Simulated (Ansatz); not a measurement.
Two isomers of CH3BO: A = `BC=O`, B = `[BH3-]C#[O+]`.

Program: Ansatz. Geometries: PBE0-D4/def2-TZVP. ΔE: electronic, gas phase. CCSD(T)/CBS is the MP2 limit (def2-TZVPP, def2-QZVPP) plus CCSD(T) − MP2 in def2-TZVPP, frozen cores. This one scheme is used for every species. Functionals use def2-TZVPP. B3LYP here is the variant with VWN-RPA as its local correlation; programs differ in this.

Q: Which isomer does CCSD(T)/CBS put lower? Give the gap. (Estimate.)

A: Ansatz gave: B, by 103.0 kJ/mol.

Q: Give E(B) − E(A) in kJ/mol with B2PLYP, r2SCAN-D4, CCSD/def2-TZVPP, ωB97M-V, PBE-D4, B3LYP-D4, CCSD(T)/def2-SVP. (An estimate is asked.)

A: Ansatz gave: B2PLYP -108.8, r2SCAN-D4 -120.1, CCSD/def2-TZVPP -104.2, ωB97M-V -112.7, PBE-D4 -118.9, B3LYP-D4 -109.6, CCSD(T)/def2-SVP -108.2. None reverses the order clearly.

Q: Does the order hold for the free energy at 298.15 K (harmonic terms from PBE0-D4)? (An estimate is asked.)

A: The calculation gave: Yes: G(B) − G(A) = -101.8 kJ/mol.

Largest T1 diagnostic: 0.021.

Leaving LDA and LC-ωPBE aside and taking each functional with its dispersion term where it has one, the values, not all of them listed here, spread over 17.9 kJ/mol, from r2SCAN-D4 to BHLYP-D4. LDA lies −8.0 kJ/mol from PBE without D4. In def2-TZVPP, CCSD(T) changes the Hartree–Fock value by −14.5 kJ/mol (the triples alone add −3.2 kJ/mol) and MP2 by −19.4 kJ/mol.
